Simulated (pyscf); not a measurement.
Single points on ωB97X-D3(BJ)/def2-SVP structures (PySCF, gas phase).

### Question
PBE/def2-TZVP puts the barrier of H₃C–SnH₂–NH₂ + H₂ → H₃C–SnH₃ + NH₃ (four-centre exchange; singlet surface; N–Sn, H–H broken, H–Sn, H–N formed) at 120.7 kJ/mol and the reaction energy at -30.2 kJ/mol, from the separated reactants. What do r²SCAN/def2-TZVP, B3LYP-D3(BJ)/def2-TZVP, ωB97M-D3(BJ)/def2-TZVP give on the same structures?

### Answer
r²SCAN: ΔE‡ = 130.4 kJ/mol, ΔE = -26.3 kJ/mol; B3LYP-D3(BJ): ΔE‡ = 137.1 kJ/mol, ΔE = -27.0 kJ/mol; ωB97M-D3(BJ): ΔE‡ = 141.8 kJ/mol, ΔE = -31.8 kJ/mol. PBE's barrier lies under all of them, by 9.7 to 21.1 kJ/mol. Its reaction energy lies among theirs. On the product side the descent ends in a complex (not fully relaxed), 17.4 kJ/mol under the separated species and 183.3 kJ/mol under the saddle at ωB97X-D3(BJ)/def2-TZVP. At the saddle there is also a short H–Sn contact that neither side keeps. One saddle was located; it need not be the lowest between these sides. Elements past Kr carry the def2 core potentials, without spin-orbit coupling.
